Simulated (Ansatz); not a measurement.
# HCSi⁺, triplet in cc-pVTZ: errors against UCCSDT(Q)

Geometry: that of the HCSi, quartet, kept fixed.

```xyz
3

Si    0.0000    0.0326    0.6172
C     0.0000   -0.1270   -1.2686
H     0.0000    0.6065   -2.0825
```

Basis cc-pVTZ; Ansatz 0.2.0. Only valence electrons are correlated (noble-gas cores frozen), which leaves 8 electrons in 72 orbitals. Prefix R: restricted or restricted open-shell reference; prefix U: unrestricted. Active spaces: valence = (8e, 9o) chosen from the atoms' valence shells.

Full CI isn't at hand for all of this; UCCSDT(Q) serves as the reference, and is uncertain by about the last step of the cluster series. The frozen core follows each run's orbitals, which can shift R against U totals by a few meV.

Unrestricted rows (U) aren't spin-pure: their determinants' ⟨S²⟩ exceeds S(S+1) by up to 0.15, so they mix in states of higher spin.

```
UHF ⟨S²⟩                          : 2.154
T1 diagnostic (RCCSD)             : 0.0465
largest doubles amplitude (RCCSD) : 0.067
T1 diagnostic (UCCSD)             : 0.0463
```

```csv
level,E − E(UCCSDT(Q)) (meV),share of correlation (%),wall time
RHF,5999,0.00,–
UHF,5747,4.20,–
RMP2,1189,80.18,–
UMP2,1254,79.10,–
RCCSD,295,95.08,–
UCCSD,291,95.16,–
RCCSD(T),60,99.00,5.5 s
UCCSD(T),62,98.97,4.1 s
BCCD(T),59,99.01,5.5 s
RCCSDT,16,99.73,–
UCCSDT,15,99.75,–
RCCSDT(Q),2,99.96,22 s (H100)
CASSCF (valence space),3708,38.18,–
NEVPT2 (valence space),797,86.72,4.7 s
MRCISD (valence space),242,95.96,–
MRCISD+Q (valence space),40,99.34,5 s (H100)
MRCISD+Q(relaxed) (valence space),-4,100.06,14 s (H100)
```

The correlation energy at UCCSDT(Q), counted from RHF, is -5.999 eV. That run took 22 s on 2 threads of AMD EPYC 7R13 with a shared H100 80 GB, shared host.

Times hold each run's SCF and search for its determinant on a shared host, so for small cases they say little of a method's own cost; rows without a card ran on 1 thread of AMD EPYC 7R13.

Natural occupations of CASSCF (valence space) about the gap: 1.976 1.971 1.900 0.997 0.990 0.067 0.048 0.029 0.022; effectively unpaired electrons, Σ n²(2−n)², 2.07.
